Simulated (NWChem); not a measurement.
System: SiH₄; SMILES [SiH4]

Output (shortened):

```
             Northwest Computational Chemistry Package (NWChem) 7.3.0
             --------------------------------------------------------

 D2D symmetry detected

                             Geometry "geometry" -> ""
                             -------------------------

 Output coordinates in angstroms (scale by  1.889725989 to convert to a.u.)

  No.       Tag          Charge          X              Y              Z
 ---- ---------------- ---------- -------------- -------------- --------------
    1 Si                  14.0000     0.00000000     0.00000000     0.00000000
    2 H                    1.0000     0.86179250     0.86179250    -0.86177900
    3 H                    1.0000    -0.86179250     0.86179250     0.86177900
    4 H                    1.0000     0.86179250    -0.86179250     0.86177900
    5 H                    1.0000    -0.86179250    -0.86179250    -0.86177900

 Effective nuclear repulsion energy (a.u.)      21.1556781779

      Symmetry information
      --------------------

 Group name             D2d
 Group number             32
 Group order               8
 No. of unique centers     2

                                Z-matrix (autoz)
                                --------

 Units are Angstrom for bonds and degrees for angles

      Type          Name      I     J     K     L     M      Value
      ----------- --------  ----- ----- ----- ----- ----- ----------
    1 Stretch                  1     2                       1.49266
    2 Stretch                  1     3                       1.49266
    3 Stretch                  1     4                       1.49266
    4 Stretch                  1     5                       1.49266
    5 Bend                     2     1     3               109.47080
    6 Bend                     2     1     4               109.47080
    7 Bend                     2     1     5               109.47207
    8 Bend                     3     1     4               109.47207
    9 Bend                     3     1     5               109.47080
   10 Bend                     4     1     5               109.47080

  xc_inp: hfexch multiplicative factor not found.

                           NWChem Geometry Optimization
                           ----------------------------

 maximum gradient threshold         (gmax) =   0.000450
 rms gradient threshold             (grms) =   0.000300
 maximum cartesian step threshold   (xmax) =   0.001800
 rms cartesian step threshold       (xrms) =   0.001200
 fixed trust radius                (trust) =   0.300000
 source of zmatrix                         =   autoz

          -------------------
          Energy Minimization
          -------------------

 Using diagonal initial Hessian
 Scaling for Hessian diagonals: bonds = 1.00  angles = 0.25  torsions = 0.10

          --------
          Step   0

                                 NWChem DFT Module
                                 -----------------

 Summary of "ao basis" -> "ao basis" (spherical)
 ------------------------------------------------------------------------------
       Tag                 Description            Shells   Functions and Types
 ---------------- ------------------------------  ------  ---------------------
 Si                          3-21g                   7       13   4s3p
 H                           3-21g                   2        2   2s

      Symmetry analysis of basis
      --------------------------

        a1          6
        a2          0
        b1          0
        b2          5
        e          10

            General Information
            -------------------
          SCF calculation type: DFT
          Wavefunction type:  closed shell.
          No. of atoms     :     5
          No. of electrons :    18
           Alpha electrons :     9
            Beta electrons :     9
          Charge           :     0
          Spin multiplicity:     1
          Use of symmetry is: on ; symmetry adaption is: on
          Maximum number of iterations: 150
          AO basis - number of functions:    21
                     number of shells:    15
          Convergence on energy requested:  1.00D-06
          Convergence on density requested:  1.00D-05
          Convergence on gradient requested:  5.00D-04

              XC Information
              --------------
                     Hartree-Fock (Exact) Exchange  1.000

      Superposition of Atomic Density Guess
      -------------------------------------

 Sum of atomic energies:        -289.31801151

      Non-variational initial energy
      ------------------------------

 Total energy =    -289.469249
 1-e energy   =    -442.706228
 2-e energy   =     132.081300
 HOMO         =      -0.422955
 LUMO         =       0.137682

      Symmetry analysis of molecular orbitals - initial
      -------------------------------------------------

  Numbering of irreducible representations:

     1 a1          2 a2          3 b1          4 b2          5 e

  Orbital symmetries:

     1 a1          2 a1          3 e           4 e           5 b2
     6 a1          7 e           8 e           9 b2         10 b2
    11 e          12 e          13 a1         14 a1         15 e
    16 e          17 b2         18 a1         19 b2

   convergence    iter        energy       DeltaE   RMS-Dens  Diis-err
 ---------------- ----- ----------------- --------- --------- ---------
 d= 0,ls=0.0,diis     1   -289.6789085650 -3.11D+02  1.08D-02  2.79D-02
 d= 0,ls=0.0,diis     2   -289.6864426621 -7.53D-03  3.56D-03  1.41D-03
 d= 0,ls=0.0,diis     3   -289.6869196862 -4.77D-04  6.66D-04  3.95D-05
 d= 0,ls=0.0,diis     4   -289.6869310556 -1.14D-05  1.50D-04  1.01D-06
 d= 0,ls=0.0,diis     5   -289.6869314812 -4.26D-07  1.99D-05  2.20D-08
 d= 0,ls=0.0,diis     6   -289.6869314913 -1.02D-08  1.52D-06  1.82D-10

         Total DFT energy =     -289.686931491343
      One electron energy =     -443.289262214757
           Coulomb energy =      154.128211141060
    Exchange-Corr. energy =      -21.681558595543
 Nuclear repulsion energy =       21.155678177897

 Numeric. integr. density =        0.000000000000

                  Occupations of the irreducible representations
                  ----------------------------------------------

                     irrep           alpha         beta
                     --------     --------     --------
                     a1                3.0          3.0
                     a2                0.0          0.0
                     b1                0.0          0.0
                     b2                2.0          2.0
                     e                 4.0          4.0

                       DFT Final Molecular Orbital Analysis
                       ------------------------------------

 Vector    7  Occ=2.000000D+00  E=-4.832897D-01  Symmetry=e
              MO Center= -1.4D-16, -9.1D-17, -5.8D-01, r^2= 2.2D+00
   Bfn.  Coefficient  Atom+Function         Bfn.  Coefficient  Atom+Function
  ----- ------------  ---------------      ----- ------------  ---------------
    15      0.348896  2 H  s                 21     -0.348896  5 H  s
     7      0.238379  1 Si px                 8      0.225753  1 Si py
    14      0.210334  2 H  s                 20     -0.210334  5 H  s
     3     -0.123875  1 Si px                 4     -0.117314  1 Si py
    11      0.092866  1 Si px                12      0.087947  1 Si py

 Vector    8  Occ=2.000000D+00  E=-4.832897D-01  Symmetry=e
              MO Center=  1.5D-11, -1.4D-11,  5.8D-01, r^2= 2.2D+00
   Bfn.  Coefficient  Atom+Function         Bfn.  Coefficient  Atom+Function
  ----- ------------  ---------------      ----- ------------  ---------------
    17      0.348896  3 H  s                 19     -0.348896  4 H  s
     8      0.238379  1 Si py                 7     -0.225753  1 Si px
    16      0.210334  3 H  s                 18     -0.210334  4 H  s
     4     -0.123875  1 Si py                 3      0.117314  1 Si px
    12      0.092866  1 Si py                11     -0.087947  1 Si px

 Vector    9  Occ=2.000000D+00  E=-4.832867D-01  Symmetry=b2
              MO Center= -1.5D-11,  1.4D-11, -1.1D-16, r^2= 2.5D+00
   Bfn.  Coefficient  Atom+Function         Bfn.  Coefficient  Atom+Function
  ----- ------------  ---------------      ----- ------------  ---------------
     9      0.328311  1 Si pz                15     -0.246799  2 H  s
    17      0.246799  3 H  s                 19      0.246799  4 H  s
    21     -0.246799  5 H  s                  5     -0.170608  1 Si pz
    14     -0.148784  2 H  s                 16      0.148784  3 H  s
    18      0.148784  4 H  s                 20     -0.148784  5 H  s

[...]

      ----------------------
      Optimization converged
      ----------------------

  Step       Energy      Delta E   Gmax     Grms     Xrms     Xmax
  ---- ---------------- -------- -------- -------- -------- --------
@    2    -289.68698261 -3.5D-09  0.00000  0.00000  0.00005  0.00005
                                     ok       ok       ok       ok

                                Z-matrix (autoz)
                                --------

 Units are Angstrom for bonds and degrees for angles

      Type          Name      I     J     K     L     M      Value     Gradient
      ----------- --------  ----- ----- ----- ----- ----- ---------- ----------
    1 Stretch                  1     2                       1.48666    0.00000
    2 Stretch                  1     3                       1.48666    0.00000
    3 Stretch                  1     4                       1.48666    0.00000
    4 Stretch                  1     5                       1.48666    0.00000
    5 Bend                     2     1     3               109.47120   -0.00000
    6 Bend                     2     1     4               109.47120   -0.00000
    7 Bend                     2     1     5               109.47126    0.00000
    8 Bend                     3     1     4               109.47126    0.00000
    9 Bend                     3     1     5               109.47120   -0.00000
   10 Bend                     4     1     5               109.47120   -0.00000

                         Geometry "geometry" -> "geometry"
                         ---------------------------------

 Output coordinates in angstroms (scale by  1.889725989 to convert to a.u.)

  No.       Tag          Charge          X              Y              Z
 ---- ---------------- ---------- -------------- -------------- --------------
    1 Si                  14.0000     0.00000000     0.00000000     0.00000000
    2 H                    1.0000     0.85832645     0.85832645    -0.85832586
    3 H                    1.0000    -0.85832645     0.85832645     0.85832586
    4 H                    1.0000     0.85832645    -0.85832645     0.85832586
    5 H                    1.0000    -0.85832645    -0.85832645    -0.85832586

 Effective nuclear repulsion energy (a.u.)      21.2410018896

      Symmetry information
      --------------------

 Group name             D2d
 Group number             32
 Group order               8
 No. of unique centers     2

                Final and change from initial internal coordinates
                --------------------------------------------------

                                Z-matrix (autoz)
                                --------

 Units are Angstrom for bonds and degrees for angles

      Type          Name      I     J     K     L     M      Value       Change
      ----------- --------  ----- ----- ----- ----- ----- ---------- ----------
    1 Stretch                  1     2                       1.48666   -0.00600
    2 Stretch                  1     3                       1.48666   -0.00600
    3 Stretch                  1     4                       1.48666   -0.00600
    4 Stretch                  1     5                       1.48666   -0.00600
    5 Bend                     2     1     3               109.47120    0.00040
    6 Bend                     2     1     4               109.47120    0.00040
    7 Bend                     2     1     5               109.47126   -0.00081
    8 Bend                     3     1     4               109.47126   -0.00081
    9 Bend                     3     1     5               109.47120    0.00040
   10 Bend                     4     1     5               109.47120    0.00040

 ==============================================================================
                                internuclear distances
 ------------------------------------------------------------------------------
       center one      |      center two      | atomic units |  angstroms
 ------------------------------------------------------------------------------
    2 H                |   1 Si               |     2.80939  |     1.48666
    3 H                |   1 Si               |     2.80939  |     1.48666
    4 H                |   1 Si               |     2.80939  |     1.48666
    5 H                |   1 Si               |     2.80939  |     1.48666
 ------------------------------------------------------------------------------
                         number of included internuclear distances:          4
 ==============================================================================

[second-derivative integrals and response iterations left out]

  Vibrational analysis via the FX method

  See chapter 2 in "Molecular Vibrations" by Wilson, Decius and Cross

  Vib: Default input used

[...]

 Rotational Constants
 --------------------
 A=   2.838052 cm-1  (  4.083232 K)
 B=   2.838052 cm-1  (  4.083232 K)
 C=   2.838050 cm-1  (  4.083229 K)

 Temperature                      =   298.15K
 frequency scaling parameter      =   1.0000

 Zero-Point correction to Energy  =   20.239 kcal/mol  (  0.032253 au)
 Thermal correction to Energy     =   22.131 kcal/mol  (  0.035269 au)
 Thermal correction to Enthalpy   =   22.724 kcal/mol  (  0.036213 au)

 Total Entropy                    =   50.922 cal/mol-K
   - Translational                =   36.306 cal/mol-K (mol. weight =  32.0082)
   - Rotational                   =   14.147 cal/mol-K (symmetry #  =        4)
   - Vibrational                  =    0.469 cal/mol-K

 Cv (constant volume heat capacity) =    7.854 cal/mol-K
   - Translational                  =    2.979 cal/mol-K
   - Rotational                     =    2.979 cal/mol-K
   - Vibrational                    =    1.895 cal/mol-K

[normal modes left out]

 ----------------------------------------------------------------------------
 Normal Eigenvalue ||           Projected Infra Red Intensities
  Mode   [cm**-1]  || [atomic units] [(debye/angs)**2] [(KM/mol)] [arbitrary]
 ------ ---------- || -------------- ----------------- ---------- -----------
    1       -0.000 ||    0.000000           0.000         0.000       0.000
    2       -0.000 ||    0.000000           0.000         0.000       0.000
    3       -0.000 ||    0.000000           0.000         0.000       0.000
    4        0.000 ||    0.000000           0.000         0.000       0.000
    5        0.000 ||    0.000000           0.000         0.000       0.000
    6        0.000 ||    0.000000           0.000         0.000       0.000
    7      973.305 ||    0.229118           5.286       223.355      28.160
    8      973.305 ||    0.229118           5.286       223.355      28.160
    9      973.305 ||    0.229118           5.286       223.355      28.160
   10     1046.496 ||    0.000000           0.000         0.000       0.000
   11     1046.497 ||    0.000000           0.000         0.000       0.000
   12     2285.506 ||    0.177701           4.100       173.232      21.840
   13     2285.507 ||    0.177701           4.100       173.232      21.840
   14     2285.507 ||    0.177701           4.100       173.232      21.840
   15     2294.706 ||    0.000000           0.000         0.000       0.000
 ----------------------------------------------------------------------------
```

Level: Hartree-Fock/3-21G. The printed entropy takes a lower symmetry number than the molecule has.

Question: Which NWChem input produces such a log?

Answer: One answer among several that fit: the input that was run:
```
start job
memory heap 200 mb stack 900 mb global 1100 mb
geometry units angstroms
  Si     0.000000     0.000000     0.000000
  H     -0.861779     0.861779     0.861806
  H      0.861779    -0.861779     0.861806
  H      0.861779     0.861779    -0.861806
  H     -0.861779    -0.861779    -0.861806
end
basis spherical
  * library 3-21g
end
dft
  xc hfexch
  iterations 150
end
driver
  maxiter 120
end
task dft optimize
task dft freq
```
